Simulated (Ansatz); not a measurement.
Input for Ansatz (development build ahead of 0.2.0):

```yaml
crystal:
  periodic: [false, false, false]
  atoms:
    - { symbol: B, position_ang: [0.0, 0.0, 0.0] }
    - { symbol: H, position_ang: [1.11001, 0.0, 0.0] }
    - { symbol: H, position_ang: [-0.55501, 0.9613, 0.0] }
    - { symbol: H, position_ang: [-0.55501, -0.9613, 0.0] }
basis:
  gaussian: { orbitals: cc-pVDZ }
hamiltonian:
  xc: hf
correlation:
  method: mp2
  frozen_orbitals: { B: 1, H: 0 }
```

The input is written out in the form of the current development build from the run's settings.

Output:

```yaml
Converged: yes
Reference_energy: -26.37790 hartree
Correlation_energy: -0.09084 hartree
Total_energy: -26.46874 hartree
Spin_squared_of_the_determinant: 0.000
```
